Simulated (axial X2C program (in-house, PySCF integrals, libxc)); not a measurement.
# Al₂⁻ at several levels of theory

Calculated with an axial X2C code built on PySCF integrals. Spin-free means the one-electron spin-free X2C Hamiltonian; two-component (2c) means X2C with spin–orbit coupling and atomic mean-field two-electron Coulomb and Gaunt terms, so the difference of the two also holds small scalar two-electron terms. Basis: Al dyall-av3z [9s9p3d2f] (cores contracted in-house); Gaussian nuclei, density fitting, unrestricted open shells. Masses: Al 26.982 u.

State, spin-free: M_S = 3/2, Λ = 0 (beyond evenly filled blocks: σα, π+α, π-α); electrons by block: σα: 9, σβ: 8, π+α: 3, π+β: 2, π-α: 3, π-β: 2. Fragments: Al- + Al.

State, 2c: Ω = 3/2 (⟨Sz⟩ = 1.50, ⟨Lz⟩ = 0.00 at PBE0); electrons by block: 1/2: 11, -1/2: 11, 3/2: 3, -3/2: 2. Fragments: Al- + Al.

```csv
Hamiltonian,level,Re (Å),ωe (cm⁻¹),Be (cm⁻¹),αe (cm⁻¹),De (eV),D0 (eV)
2c,PBE0,2.563,325.8,0.1903,0.00131,2.51,2.49
2c,HF,2.591,321.1,0.1861,0.00122,1.60,1.58
2c,MP2,2.547,344.6,0.1926,0.00124,2.48,2.46
2c,CCSD,2.562,333.2,0.1903,0.00129,2.30,2.28
2c,CCSD(T),2.564,331.9,0.19,0.00131,2.47,2.45
2c,TPSSh,2.561,325.7,0.1906,0.00135,2.49,2.47
```

Spin-free values that have a 2c row agree with it to the digits that matter (0.001 Å, 0.01 eV) and are not repeated.

Correlated methods: 7 electrons correlated (number of frozen shells: Al 2 s, 1 p), 205 virtual spin orbitals or spinors in MP2, 90 natural virtuals in coupled cluster.

The state is a single determinant with fixed occupations, the lowest that a limited PBE0 search found. De is counted from the lowest determinant-based energies of the atoms at the same level, without counterpoise correction. Density functionals use the spin component along the axis (collinear). Coupled cluster ran in a truncated set of natural virtual spinors; the MP2 energy of the rest was added. (T) has no such correction and the atoms are truncated less, which lowers De at CCSD(T) by a hundredth of an eV or more. The 2c atoms are single determinants rather than J levels; their spin–orbit lowering is only partly caught, and De is too large by that part. This holds for PBE0, MP2, CCSD, CCSD(T), TPSSh. Other states lie close and PBE0, whose exact exchange favours high spin, may order them wrongly; the determinant shown need not be the ground state. The nearest other 2c determinant of the search, Ω = 1/2, lies 0.18 eV up at the distance of the search. Without a current term, density functionals place determinants with orbital angular momentum somewhat too high. With several unpaired electrons one determinant need not be a pure state. The highest occupied level of some functionals is positive through self-interaction error; at Hartree–Fock it is bound. This is the top spin component of a Σ state; components of lower Ω are not single determinants and can lie lower. Hartree–Fock gets electron affinities wrong, so its lowest charge split need not be the true one.

Rough cost a point (2c) on 1 thread(s) of a shared host, integrals apart: PBE0 0.25 s, HF 0.16 s, CCSD(T) 1.7 s, TPSSh 0.4 s.

The whole task took 52 s on 1 thread of Arm Neoverse V2, on a shared host.
